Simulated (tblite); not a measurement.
# ClFH: the cost of one run

Computed with tblite 0.8.0 and PySCF 2.14.0; each step states its level. No surroundings beyond the atoms listed, unless a continuum is named. Atoms count from 0, parts from 1.

## 1. Starting point

3 atoms, charge -1, multiplicity 1; geometry: rigid parts in contact. Parts: 1 = atom 0, `[F-]`, charge -1; 2 = atoms 1–2, `Cl`, charge 0.

## 2. Bringing the parts together with GFN2-xTB

What the job is given:

```
{"job": {"kind": "dock", "xc": "GFN2-xTB", "basis": "xTB"}, "charge": -1, "multiplicity": 1, "parts": [{"atoms": "0-0", "charge": -1, "multiplicity": 1}, {"atoms": "1-2", "charge": 0, "multiplicity": 1}]}
F      0.000000     0.000000     0.000000
Cl    -1.994474    -0.077460    -1.957885
H     -0.777736    -0.347456    -1.678696
```

Level: GFN2-xTB search for minima from random contacts, gas phase.

Run with:

```bash
OMP_NUM_THREADS=1 python cluster_run.py task.json out
```

One launch serves the whole session: the jobs run in the order shown.

Q: Estimate the wall time of this first job on 1 thread of Arm Neoverse N1, shared host.

About 2.5 s.
